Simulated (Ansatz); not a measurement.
The first iterations of a band of BH₆NO (9 atoms, charge 0, multiplicity 1).

These are results of RKS B3LYP/def2-SVP (Ansatz), not measurements.

```yaml
movable_images: 5
climbing_image: yes
spring: 5.0 eV/Å²
optimiser: quadratic models (default)
start_path: through a guess of the saddle point
force_threshold: 0.05 eV/Å
iteration_limit: 60
end_points: relaxed
```

First end point:

```xyz
9
Properties=species:S:1:pos:R:3
B 0.058 0.130 0.377
O -0.503 -0.522 1.514
H -1.424 -0.757 1.367
H 1.248 -0.116 0.201
H -0.621 0.153 -0.650
N 0.148 1.794 0.797
H 0.633 2.333 0.075
H -0.774 2.210 0.949
H 0.674 1.879 1.671
```

Last end point:

```xyz
9
Properties=species:S:1:pos:R:3
B 0.281 0.639 -0.297
O -0.417 -0.384 2.424
H -1.244 -0.679 2.018
H 1.352 0.092 -0.337
H -0.714 0.135 -0.760
N 0.182 1.911 0.276
H 0.985 2.418 0.633
H -0.671 2.459 0.273
H -0.313 0.513 2.072
```

| iteration | highest image above the first end (eV) | largest band force component (eV/Å) |
| --- | --- | --- |
| 1 | 14.371 | 65.593 |
| 2 | 6.483 | 33.747 |
| 3 | 2.837 | 16.432 |
| 4 | 1.812 | 6.750 |
| 5 | 1.250 | 3.646 |

Does the band converge within its limit, and where does its top end?

The run converged. It ended after 15 iterations with the highest image 0.961 eV above the first end. A vibrational analysis at the climbing image gives one clearly imaginary mode, 1184i cm⁻¹: a first-order saddle point. The orbitals stay closed-shell, which can raise the energy where a bond breaks towards radicals; this wasn't checked here.

The run took 2.7 min on 1 thread of Arm Neoverse V1 (shared host), peak memory 0.13 GiB.
